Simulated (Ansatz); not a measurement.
# CH2Cl2, SMILES ClCCl: the interaction energy of a dimer with the counterpoise correction

Program: the Ansatz DFT code, driven from Python.

Run as a notebook:

```python
import ansatz as az

FIRST = [
    ("Cl", (1.6671, -0.3716, 0.2604)),
    ("C", (-0.1251, -0.0776, 0.0689)),
    ("Cl", (-0.4939, 1.3028, -0.9996)),
    ("H", (-0.4942, -0.9627, -0.366)),
    ("H", (-0.5541, 0.109, 1.0364)),
]
SECOND = [
    ("Cl", (-2.5402, 3.1419, -1.5648)),
    ("C", (-2.2144, 3.135, -3.3617)),
    ("Cl", (-3.4022, 2.172, -4.2809)),
    ("H", (-2.2886, 4.1454, -3.6487)),
    ("H", (-1.2329, 2.734, -3.5375)),
]

def energy(atoms, ghosts=()):
    molecule = az.Crystal.molecule()
    for symbol, xyz in atoms:
        molecule = molecule.atom(symbol, xyz)
    calc = (
        molecule.calculation()
        .basis(gaussian="def2-SVPD")
        .correlation("mp2")
    )
    deck = calc.input()
    if ghosts:
        deck = deck.set(az.key.basis.gaussian.ghost_atoms, [{"symbol": s, "position_ang": list(xyz)} for s, xyz in ghosts])
    return az.Session.from_dict(deck).plan().execute().report["free_energy_ev"]
```

```python
# monomers in their own basis and in the basis of the dimer
both = energy(FIRST + SECOND)
alone = energy(FIRST) + energy(SECOND)
ghosted = energy(FIRST, SECOND) + energy(SECOND, FIRST)
print(f"dimer {both:.6f} eV")
print(f"interaction, uncorrected   {23.060548 * (both - alone):8.3f} kcal/mol")
print(f"interaction, counterpoise  {23.060548 * (both - ghosted):8.3f} kcal/mol")
print(f"basis-set superposition    {23.060548 * (alone - ghosted):8.3f} kcal/mol")
```

    dimer -52145.280631 eV
    interaction, uncorrected      3.932 kcal/mol
    interaction, counterpoise     7.512 kcal/mol
    basis-set superposition       3.580 kcal/mol

Uncorrected it is 3.932 kcal/mol, with the counterpoise correction 7.512 kcal/mol; the difference, 3.580 kcal/mol, is the superposition error. In this basis both values are repulsive.

Total energies depend on the basis set; only differences at equal settings carry meaning. The dimer is a generated trial pose of unrelaxed monomers, not a minimum, so the figure is no binding energy, and the basis set is small. Run time: 16 s on 1 thread of Arm Neoverse V2 (shared host), peak memory 0.53 GiB.
